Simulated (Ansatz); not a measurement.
Cartesian coordinates in Å:
```
C -0.884 0.906 -0.798
N -0.150 0.155 -0.135
Al 0.883 -0.904 0.797
H -1.078 1.950 -0.509
H -1.391 0.576 -1.718
H 2.418 -0.926 0.424
H 0.202 -1.756 1.939
```

Charge 0, multiplicity 1.

List the r2SCAN/def2-TZVPP orbital energies in eV (Ansatz 0.2.0). (An estimate is asked.)

Ansatz gave: Occupied: -1516.67, -385.06, -274.71, -110.21, -70.54, -70.35, -70.30, -23.40, -15.78, -12.18, -11.83, -9.06, -9.01, -7.33, -5.75. Lowest empty: -1.84, -1.16, 0.76, 1.13, 2.05, 3.10, 3.60, 3.66.
